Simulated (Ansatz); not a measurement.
C3H5ClO (`CO/C=C/Cl`), charge 0, multiplicity 1.

(1) Give a relaxed structure at PBE0-D4/def2-TZVP (Ansatz 0.2.0). (An estimate is asked.)

Results:

(1) Computed: 
Cartesian coordinates in Å:
```
C 1.6108 0.4935 -0.1116
O 0.6316 -0.4330 0.3077
C -0.6406 -0.0321 0.1190
C -1.6455 -0.8984 0.1232
Cl -3.2767 -0.3805 -0.0312
H 2.5751 0.0948 0.1984
H 1.6020 0.6137 -1.1999
H 1.4568 1.4701 0.3611
H -0.8081 1.0357 -0.0077
H -1.5053 -1.9638 0.2409
```
This is one stationary point; other conformers may exist.
